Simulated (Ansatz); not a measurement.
Ansatz (a program for electronic structure) input (RI-MP2/def2-TZVPP):
A basis named .json is the Basis Set Exchange file of that set.

Ansatz 0.2 input:
```yaml
crystal:
  periodic: [false, false, false]
  atoms:
    - {symbol: Si, position_ang: [-0.00000000, -0.00000000, -0.55379891]}
    - {symbol: O, position_ang: [0.00000000, 0.00000000, 0.96914808]}
basis:
  gaussian:
    orbitals: def2-TZVPP
    fitting: {mean_field: def2-universal-jkfit, correlation: def2-TZVPP-RIFIT.json}
total_charge: 1
magnetization: {spin_polarized: true, initial_magnetization: 1}
correlation: {method: mp2, electrons: outside_noble_gas}
```

End of the output:

```
integrals: 0.01 GiB planned
205 factors; integrals over basis functions are off by at most 9.7e-1 eV
199 factors; integrals over basis functions are off by at most 5.7e-1 eV
mean field: 0.10 GiB planned
mean field evaluation 1: about -9874.1019 eV, gradient 6.3e1 eV
mean field evaluation 2: about -9835.0518 eV, gradient 1.1e2 eV
mean field evaluation 4: about -9889.6286 eV, gradient 2.4e0 eV
mean field evaluation 8: about -9890.0589 eV, gradient 1.4e0 eV
mean field evaluation 16: about -9890.2986 eV, gradient 1.0e0 eV
mean field evaluation 32: about -9890.7675 eV, gradient 1.5e-1 eV
mean field evaluation 64: about -9890.7697 eV, gradient 1.3e-6 eV
mean field evaluation 96: about -9890.7686 eV, gradient 2.9e-1 eV
mean field evaluation 128: about -9890.2314 eV, gradient 2.7e-1 eV
mean field -9890.76992694 eV, -363.4790906105 hartree, gradient 3.0e-8 eV, S^2 0.770141; 15 other end points of the search recorded, 0 dependent functions left out
6 core orbitals not correlated
reference -9890.76992694 eV, -363.4790906105 hartree; 5, 4 occupied and 62, 63 virtual orbitals, 199 factors
second order -6.63727832 eV of doubles, -0.00000000 eV of singles
Total energy: -9897.40720526 eV, -363.7230060899 hartree
```
